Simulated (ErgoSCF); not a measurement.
# SiH3O− (SMILES [O-][SiH3]) at 4 levels

Aim: a comparison of 4 runs (HF/STO-3G, HF/def2-SVP, B3LYP/cc-pVDZ, PBE0/def2-SVP) of SiH3O−. 

The results are computed with ErgoSCF 3.8.

## 1. The molecule

SiH3O−: 5 atoms, total charge -1, spin state singlet. SMILES: `[O-][SiH3]`. The coordinates come from a GFN2-xTB relaxation.

Bond lengths: O1–Si2 1.535 Å, Si2–H3 1.516 Å, Si2–H4 1.516 Å, Si2–H5 1.516 Å. Angles: O1–Si2–H3 116.1°, O1–Si2–H4 116.1°, O1–Si2–H5 116.1°, H3–Si2–H4 102.1°, H3–Si2–H5 102.1°, H4–Si2–H5 102.1°.

## 2. A single-point energy at HF/STO-3G (run 1)

File run.inp:

```
set_nthreads(1)
molecule_inline Angstrom
O       -1.444170       0.271390       0.700100
Si      -0.082700       0.015600       0.039800
H       -0.104440      -0.247420      -1.452600
H        0.697830      -1.174610       0.561420
H        0.933480       1.135040       0.151280
EOF
scf.max_number_of_iterations = 120
tmpdir = "."
scf.use_diagonalization = 1
basis = "STO-3G"
charge = -1
scf.output_mulliken_pop = 1
run "HF"
```

The basis set STO-3G is read from a file made from the Basis Set Exchange's data (not shown).

Launch:

```bash
$ ergo < run.inp
```

Log:

```text
[...]
INSC SCF_general constructor, number of basis functions: 17
[...]
INSC Energy   1 =       -323.17698943226
[...]
INDE E_LUMO =          0.80923706724
[...]
INSC Energy  10 =       -360.93092963803  ( diff     -0.000000000042064 )
[...]
RESC CONVERGED after  10 iterations.
RESC FINAL ENERGY:       -360.93092963803
[...]
INSC SCF: dipole_moment_x [atomic units] =       1.25477164
INSC SCF: dipole_moment_y [atomic units] =      -0.23573280
INSC SCF: dipole_moment_z [atomic units] =      -0.60927442
[...]
```

Run time: 0.83 s. Hardware: 1 thread of Arm Neoverse V1, shared host; peak memory 0.26 GiB.

## 3. The energy at HF/def2-SVP (run 2)

File input.ego:

```
set_nthreads(1)
scf.output_mulliken_pop = 1
basis = "def2-SVP"
tmpdir = "."
scf.max_number_of_iterations = 120
scf.use_diagonalization = 1
charge = -1
molecule_inline Angstrom
O  -1.444170 0.271390 0.700100
Si -0.082700 0.015600 0.039800
H  -0.104440 -0.247420 -1.452600
H  0.697830 -1.174610 0.561420
H  0.933480 1.135040 0.151280
EOF
run "HF"
```

The basis set def2-SVP is read from a file made from the Basis Set Exchange's data (not shown).

Launch:

```bash
$ ergo < input.ego
```

Log:

```text
[...]
INSC SCF_general constructor, number of basis functions: 47
[...]
INSC Energy   1 =       -158.62429161787
[...]
INDE E_LUMO =          0.40169919210
[...]
INSC Energy  17 =       -365.39577502148  ( diff     -0.000000000001194 )
[...]
RESC CONVERGED after  17 iterations.
RESC FINAL ENERGY:       -365.39577502148
[...]
INSC SCF: dipole_moment_x [atomic units] =       1.47251115
INSC SCF: dipole_moment_y [atomic units] =      -0.27663461
INSC SCF: dipole_moment_z [atomic units] =      -0.71497473
[...]
```

It took 5.4 s on 1 thread of Arm Neoverse V1, shared host; peak memory 0.26 GiB.

Run 3 isn't shown in full; the table further down has it.

## 4. A single-point energy at PBE0/def2-SVP (run 4)

File job.ego:

```
set_nthreads("env")
molecule_inline
O     -2.72908578     0.51285277     1.32299726
Si    -0.15628035     0.02947973     0.07521110
H     -0.19736300    -0.46755604    -2.74501617
H      1.31870758    -2.21969120     1.06093004
H      1.76402154     2.14491474     0.28587777
EOF
scf.use_diagonalization = 1
charge = -1
XC.angint = 41
XC.sparse_mode = 0
scf.max_number_of_iterations = 120
scf.output_mulliken_pop = 1
basis = "def2-SVP"
tmpdir = "."
XC.radint = 1e-11
run "PBE0"
```

The basis set def2-SVP is read from a file made from the Basis Set Exchange's data (not shown).

Launch:

```bash
$ ergo < job.ego
```

Log:

```text
[...]
INDF Weighted mixed functional:
[...]
INSC Energy   1 =       -164.28949003422
[...]
INDE E_LUMO =          0.28055090053
[...]
INSC Energy  16 =       -366.18590322141  ( diff      0.000000000000057 )
[...]
RESC CONVERGED after  16 iterations.
RESC FINAL ENERGY:       -366.18590322141
[...]
INSC SCF: dipole_moment_x [atomic units] =       1.26643465
INSC SCF: dipole_moment_y [atomic units] =      -0.23796547
INSC SCF: dipole_moment_z [atomic units] =      -0.61486957
[...]
```

Wall time 7.5 s (1 thread of Arm Neoverse V1, shared host); peak memory 0.26 GiB.

## 5. Overview of the runs

```
run          level  integration grid  radint  energy (Eh)  wall time
  1      HF/STO-3G                 –       –  -360.930930     0.83 s
  2    HF/def2-SVP                 –       –  -365.395775      5.4 s
  3  B3LYP/cc-pVDZ             Turbo   1e-11  -366.561687       17 s
  4  PBE0/def2-SVP             Turbo   1e-11  -366.185903      7.5 s
```

## 6. What came out

```
           quantity          value
run 4: total energy  -366.18590 Eh
```

What this shows: Totals of different functionals can't be ranked against each other. In run 1 the basis is minimal, so the values are rough. All runs together took 31 s, the longest 17 s.
